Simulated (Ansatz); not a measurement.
`COCF` and `O=COCF` differ in one atom or group.

Ansatz, PBE0-D4/def2-TZVP geometries, multiplicity 1. Each molecule was computed in one conformer, which needn't be the lowest.

```json
{"property": "LUMO energy (B3LYP/def2-TZVPP) / eV", "`COCF`": "1.18"}
{"property": "size of the dipole moment (PBE/def2-TZVPP) / D", "`COCF`": "1.58"}
{"property": "HOMO–LUMO gap (B3LYP/def2-TZVPP) / eV", "`COCF`": "9.40"}
{"property": "size of the dipole moment (ωB97M-V/def2-TZVPP) / D", "`COCF`": "1.69"}
{"property": "size of the dipole moment (B3LYP/def2-TZVPP) / D", "`COCF`": "1.70"}
{"property": "LUMO energy (PBE/def2-TZVPP) / eV", "`COCF`": "0.73"}
```

Task: Give the same properties after the change, and the shifts. (Estimate.)

Result: Computed: 
```tsv
property	`O=COCF`	shift
LUMO energy (B3LYP/def2-TZVPP) / eV	-0.77	-1.95
size of the dipole moment (PBE/def2-TZVPP) / D	2.10	0.52
HOMO–LUMO gap (B3LYP/def2-TZVPP) / eV	7.76	-1.64
size of the dipole moment (ωB97M-V/def2-TZVPP) / D	2.23	0.54
size of the dipole moment (B3LYP/def2-TZVPP) / D	2.24	0.54
LUMO energy (PBE/def2-TZVPP) / eV	-1.64	-2.37
```

With PBE0 the HOMO falls by 0.34 eV and the LUMO falls by 2.02 eV, so the gap narrows by about 1.68 eV. PBE moves the HOMO by -0.27 eV and ωB97M-V by -0.35 eV. Dipoles are sizes alone; their direction can turn.

B3LYP here is the variant with VWN-RPA as its local correlation; programs differ in this.
